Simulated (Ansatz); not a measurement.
Geometry optimisation, RKS B3LYP-D4/def2-SVP (Ansatz 0.2.0).

The input (input.yaml):

```yaml
crystal:
  periodic: [false, false, false]
  atoms:
    - { symbol: B, position_ang: [0.0, 0.0, 0.0] }
    - { symbol: Cl, position_ang: [0.0, 0.0, 2.21] }
    - { symbol: H, position_ang: [1.0305, 0.0, -0.595] }
    - { symbol: H, position_ang: [-1.0305, 0.0, -0.595] }
    - { symbol: O, position_ang: [0.0715, -1.6212, 0.5392] }
    - { symbol: H, position_ang: [-0.475, -2.2058, -0.077] }
    - { symbol: H, position_ang: [0.053, -1.2026, 1.6085] }
basis:
  gaussian: { orbitals: def2-SVP }
hamiltonian:
  xc: b3lyp
  dispersion: d4
relax:
  f_tol: 0.15
  max_steps: 25
  restrain:
    - { distance: [0, 4], at: 1.41, k: 30.0 }
    - { distance: [6, 1], at: 1.37, k: 30.0 }
    - { distance: [0, 1], at: 3.06, k: 30.0 }
    - { distance: [6, 4], at: 2.21, k: 30.0 }
output:
  orbitals: {}
```

Launched with:

```bash
$ ansatz run input.yaml --threads 1 --pin off --max-ram 2048MiB --backend cpu --events-out ev --progress --plain --runs-dir out
```

Where does it end, and by what steps?

It converged. The restraints hold the end off the free minimum. After 8 steps the energy has fallen by 2.493 eV (the restraints' own energy left out); O5 moved furthest, 0.58 Å.

| step | energy less start (eV) | largest force component (eV/Å) | accepted |
| --- | --- | --- | --- |
| 0 | 0.0000 | 5.154 | yes |
| 1 | -0.8381 | 5.243 | yes |
| 2 | -1.7146 | 4.335 | yes |
| 3 | -2.3342 | 1.962 | yes |
| 4 | -2.3425 | 2.044 | yes |
| 5 | -2.4116 | 1.642 | yes |
| 6 | -2.4979 | 0.852 | yes |
| 7 | -2.5005 | 0.754 | yes |
| 8 | -2.4932 | 0.909 | yes |

```xyz
7
Properties=species:S:1:pos:R:3
B 0.025 -0.405 -0.392
Cl -0.127 0.069 2.631
H 1.055 0.215 -0.412
H -1.037 0.058 -0.733
O 0.125 -1.734 -0.028
H -0.727 -2.188 -0.035
H 0.335 -1.044 2.061
```

Run time: 10 s on 1 thread of Intel(R) Xeon(R) 6975P-C (Granite Rapids) (shared host), peak memory 0.15 GiB.
